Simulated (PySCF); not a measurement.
**Bond curve of NH**

Set-up: PySCF, no relativity, basis sets H def2-TZVP, N def2-TZVP. Energies in eV from H + N in their ground configurations at the same level. State: ³Σ⁻ (triplet), unpaired electrons π ↑↑.

```json
{"R (Å)": "0.894", "PBE0": "-3.107"}
{"R (Å)": "0.936", "PBE0": "-3.403"}
{"R (Å)": "0.978", "PBE0": "-3.574"}
{"R (Å)": "1.009", "PBE0": "-3.638"}
{"R (Å)": "1.040", "PBE0": "-3.657"}
{"R (Å)": "1.071", "PBE0": "-3.639"}
{"R (Å)": "1.113", "PBE0": "-3.570"}
{"R (Å)": "1.165", "PBE0": "-3.428"}
{"R (Å)": "1.227", "PBE0": "-3.200"}
{"R (Å)": "1.310", "PBE0": "-2.838"}
```

Problem. Put a parabola through the three lowest points of the PBE0 curve and estimate Re, k and ωe (reduced mass 0.9402 u; 1 eV/Å² = 0.16022 mdyn/Å; ωe = 1302.8·√(k/μ) cm⁻¹).

Solution. Through R = 1.009, 1.04, 1.071 Å the second-order coefficient is 19.3 eV/Å², so Re ≈ 1.040 Å, k ≈ 6.17 mdyn/Å and ωe ≈ 3337 cm⁻¹. A polynomial fit of higher order to the unrounded PBE0 energies gives Re = 1.040 Å, k = 6.02 mdyn/Å, ωe = 3298 cm⁻¹; anharmonicity and rounding make the difference.

The higher-order fit for each curve: PBE0: Re = 1.040 Å, ωe = 3298 cm⁻¹, De = 3.66 eV.

The state was picked by a PBE0 search and need not be the measured ground state.
